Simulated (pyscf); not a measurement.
Optimised with ωB97X-D3(BJ)/def2-SVP in PySCF.

PBE/def2-TZVP puts the barrier of H₃C–SiH(Cl)–Cl (SMILES C[SiH](Cl)Cl) + H• (SMILES [H]) -> H₃C–Si•(Cl)–Cl (SMILES C[Si](Cl)Cl) + H₂ (SMILES [H][H]) (hydrogen abstraction; doublet surface; H–Si broken, H–H formed) at -0.02 eV and the reaction energy at -0.65 eV, from the separated reactants. What do r²SCAN/def2-TZVP, B3LYP-D3(BJ)/def2-TZVP, ωB97M-D3(BJ)/def2-TZVP give on the same structures?

r²SCAN: ΔE‡ = -0.05 eV, ΔE = -0.67 eV; B3LYP-D3(BJ): ΔE‡ = 0.00 eV, ΔE = -0.67 eV; ωB97M-D3(BJ): ΔE‡ = 0.21 eV, ΔE = -0.46 eV. PBE's barrier lies among them. Its reaction energy lies among theirs. At PBE, r²SCAN this geometry lies under the reactants; that is no barrier but a single point on another level's saddle; such a level's own saddle, if it has one, lies nearer that side and is low. This is the saddle that the search found; another between the same sides may lie lower. The angle at the transferred H is 180°.
